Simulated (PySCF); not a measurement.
C₃H₇NO.
Structure used (PBE0-D3(BJ)/def2-TZVP), in Å, numbered top down from 1:
```xyz
12
C3H7NO angstrom
C     -1.5413   -0.2880    0.0777
C     -0.3669    0.6685   -0.0196
N      0.8692    0.0910    0.4577
C      1.8533   -0.3279   -0.3671
O      1.8470   -0.2296   -1.5727
H     -2.4510    0.1849   -0.2992
H     -1.3524   -1.1869   -0.5121
H     -1.7252   -0.5896    1.1123
H     -0.1893    0.9510   -1.0576
H     -0.5704    1.5849    0.5426
H      0.9693   -0.1063    1.4389
H      2.6974   -0.7793    0.1883
```

Level: wB97X-D/pcSseg-2 in PySCF, non-relativistic, on one gas-phase PBE0-D3(BJ)/def2-TZVP geometry that isn't relaxed in the solvent. The solvent is an IEF-PCM continuum (Bondi radii, 1.10 Å for H, scaled by 1.2). Only the electrostatic response of the medium enters.

Gas phase at wB97X-D/pcSseg-2: HOMO -9.35 eV, LUMO 2.01 eV, dipole 4.00 D.

Q: What does the continuum do to the energy, the frontier levels and the dipole at wB97X-D/pcSseg-2 in chloroform?

A: 
```
   solvent      ε  E(solvent) − E(gas) (kcal/mol)  polarisation term (kcal/mol)  distortion of the solute (kcal/mol)  HOMO (eV)  LUMO (eV)  dipole (D)
chloroform  4.711                           -5.99                         -7.06                                 1.07      -9.34       2.34        4.93
```

The first energy column is the sum of the next two and covers electrostatics alone.

Q: Which radius a makes the point-dipole formula ΔE = −[(ε − 1)/(2ε + 1)]·μ²/a³ give the value in chloroform, with the gas-phase dipole?

A: μ = 1.575 au and |ΔE| = 0.00955 Eh give a = 2.39 Å; the farthest nucleus lies 2.81 Å from the centroid of the nuclei, so such a sphere wouldn't even hold the nuclei. The formula assumes a rigid point dipole at the centre of a sphere.

Q: Give the dipole vector in the frame of the coordinates (D, pointing from negative to positive charge), gas and chloroform.

A: Gas (-1.50, 0.17, 3.71), solvent (-1.74, 0.20, 4.61). Its length changes by +23 % and its direction by 1°.

On one thread of an Arm Neoverse V2, no GPU, shared host with 192 logical CPUs at a one-minute load of 33, this took 29 s of wall time and 1.2 GiB of memory at its peak. This is the whole shielding run at wB97X-D/pcSseg-2 in chloroform, SCF included.

wB97X-D is run here without its empirical dispersion term; that term would change no orbital, density or response property at a fixed geometry.
